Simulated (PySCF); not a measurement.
# S: ionisation energy

S [Ne] 3s2 3p4 (3P) → S⁺ [Ne] 3s2 3p3 (4S), as a difference of total energies. All numbers are calculated (PySCF 2.14, the spin-free X2C one-electron Hamiltonian (Gaussian nucleus), in aug-cc-pVTZ-DK (6s5p3d2f, 50 functions)). Correlated levels: valence: [Ne] frozen. The calculations carry no spin-orbit coupling.

| method | ionisation energy (eV) | error (eV) |
| --- | --- | --- |
| UHF | 9.224 | -1.112 |
| LDA | 10.553 | +0.217 |
| PBE | 10.417 | +0.081 |
| PBE0 | 10.391 | +0.055 |
| r2SCAN | 10.365 | +0.029 |
| CAM-B3LYP | 10.529 | +0.193 |
| HSE06 | 10.394 | +0.058 |
| LC-wPBE | 10.499 | +0.163 |
| BHandHLYP | 10.349 | +0.013 |
| MP2 (valence) | 9.990 | -0.346 |
| SCS-MP2 (valence) | 10.069 | -0.267 |

Reference: 10.336 eV (measured; NIST levels, between the centres of gravity of the two terms).

Errors of the correlated levels include the incompleteness of this basis and the frozen core.
